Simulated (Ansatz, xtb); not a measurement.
# Redistribution: C2H4Cl2 + C2H3F3 → C2H4ClF + C2H3ClF2

Species: C2H4Cl2 (1,2-dichloroethane) `ClCCCl`, singlet; C2H3F3 (1,1,2-trifluoroethane) `FCC(F)F`, singlet; C2H4ClF (1-chloro-2-fluoroethane) `FCCCl`, singlet; C2H3ClF2 `FCC(F)Cl`, singlet. The partners trade Cl for F; both sit on C, so the bond types are kept.

Shapes, held fixed at every level: PBE0-D4/def2-TZVP. Flexible molecules stand in one conformer, not always the lowest. Programs: Ansatz 0.2.0, xtb 6.7.1. The zero-point and thermal change to 298 K, harmonic and unscaled (PBE0-D4/def2-TZVP), is -0.3 kJ/mol.

```csv
level,kind,ΔH(298 K) (kJ/mol),less CCSD(T)/CBS estimate
GFN0-xTB,semi-empirical,+6.1,-20.4
PBE-D4/def2-TZVPP,GGA,+22.4,-4.1
r2SCAN0-D4/def2-TZVPP,global hybrid,+26.8,+0.3
B2PLYP/def2-TZVPP,double hybrid,+25.2,-1.3
MP2/def2-TZVPP,perturbation theory,+28.9,+2.4
CCSD(T)/def2-TZVPP,coupled cluster or CI,+27.3,+0.8
CCSD/def2-TZVPP,coupled cluster or CI,+27.9,+1.4
CCSD(T)/CBS estimate,coupled cluster or CI,+26.5,0.0
```

The highest level, CCSD(T)/CBS estimate, gives ΔH(298 K) = +26.5 kJ/mol; the levels span +6.1 to +28.9. The column of differences is taken from that level and isn't an error. No measured value is set beside it here. The CBS estimate extrapolates MP2 from def2-TZVPP and def2-QZVPP and adds CCSD(T) − MP2 in the triple-zeta set, cores frozen.
